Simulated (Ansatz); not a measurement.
The input, for Ansatz 0.2.0:

```yaml
crystal:
  periodic: [false, false, false]
  atoms:
    - {symbol: Si, position_ang: [-0.878979, 0.000000, 0.000000]}
    - {symbol: H, position_ang: [-1.373851, 1.399708, 0.000000]}
    - {symbol: H, position_ang: [-1.373851, -0.699854, 1.212183]}
    - {symbol: H, position_ang: [-1.373851, -0.699854, -1.212183]}
    - {symbol: H, position_ang: [0.904021, 0.000000, 0.000000]}
    - {symbol: N, position_ang: [1.994021, 0.000000, 0.000000]}
basis:
  gaussian: {orbitals: cc-pVDZ}
magnetization: {spin_polarized: true, initial_magnetization: 3}
correlation: {method: ccsd_t, electrons: outside_noble_gas}
output: {forces: true}
```

```sh
$ ansatz run in.yaml --threads 1 --pin off --events-out ev --progress --plain --max-ram 2393MiB
```

Question: Roughly how long does this take on 1 thread of Arm Neoverse V2, shared host, and how much host memory?

Answer: 4.8 s wall and 0.19 GiB.

```
493 factors; integrals over basis functions are off by at most 1.0e-3 eV
mean field evaluation 1: about -9402.1561 eV, gradient 9.9e0 eV
mean field evaluation 2: about -9402.1901 eV, gradient 1.0e1 eV
mean field evaluation 4: about -9403.2844 eV, gradient 1.1e0 eV
mean field evaluation 8: about -9403.3040 eV, gradient 2.1e-4 eV
mean field evaluation 16: about -9403.2279 eV, gradient 1.0e0 eV
mean field -9403.30403784 eV, -345.5650496023 hartree, gradient 1.8e-6 eV, S^2 3.781434; 0 other end points of the search recorded, 0 dependent functions left out
6 core orbitals not correlated: weight in the atoms' cores, before any rotation towards them, 1.000 or more for the frozen orbitals, at most 0.000 for the correlated occupied ones
reference -9403.30403784 eV, -345.5650496023 hartree; 8, 5 occupied and 38, 41 virtual orbitals, 493 factors
second order -5.64582550 eV of doubles, -0.00000000 eV of singles
cycle   1  -6.56676004 eV  change   -9.2e-1 eV  update   6.9e-2
cycle   2  -6.89521317 eV  change   -3.3e-1 eV  update   2.6e-2
cycle   3  -6.92226875 eV  change   -2.7e-2 eV  update   8.8e-3
cycle   4  -6.91957484 eV  change    2.7e-3 eV  update   3.1e-3
cycle   5  -6.91948963 eV  change    8.5e-5 eV  update   1.0e-3
cycle   6  -6.91949354 eV  change   -3.9e-6 eV  update   3.5e-4
cycle   7  -6.91949290 eV  change    6.4e-7 eV  update   1.5e-4
cycle   8  -6.91954082 eV  change   -4.8e-5 eV  update   4.3e-5
cycle   9  -6.91954143 eV  change   -6.0e-7 eV  update   1.5e-5
cycle  10  -6.91953552 eV  change    5.9e-6 eV  update   4.9e-6
cycle  11  -6.91953513 eV  change    3.9e-7 eV  update   2.0e-6
perturbative correction -0.13393676 eV, -0.0049220850 hartree
the calculation of the forces begins
Total energy: -9410.35750973 eV, -345.8242599132 hartree
Atom 0 at    -0.878979     0.000000     0.000000 Å, force    -1.356250    -0.000004     0.000000 eV/Å
Atom 1 at    -1.373851     1.399708     0.000000 Å, force    -0.005760     0.190631    -0.000000 eV/Å
Atom 2 at    -1.373851    -0.699854     1.212183 Å, force    -0.005759    -0.095313     0.165087 eV/Å
Atom 3 at    -1.373851    -0.699854    -1.212183 Å, force    -0.005759    -0.095313    -0.165087 eV/Å
Atom 4 at     0.904021     0.000000     0.000000 Å, force    -0.779488    -0.000000     0.000000 eV/Å
Atom 5 at     1.994021     0.000000     0.000000 Å, force     2.153016     0.000000     0.000000 eV/Å
Dipole moment:    -0.139800     0.000000     0.000000 e Å
```

Forces (eV/Å):
```
Si  -1.356  0.000  0.000
H   -0.006  0.191  0.000
H   -0.006 -0.095  0.165
H   -0.006 -0.095 -0.165
H   -0.779  0.000  0.000
N    2.153  0.000  0.000
```

For the same geometry and basis UCCSDT(Q) lies 35.0 meV lower.
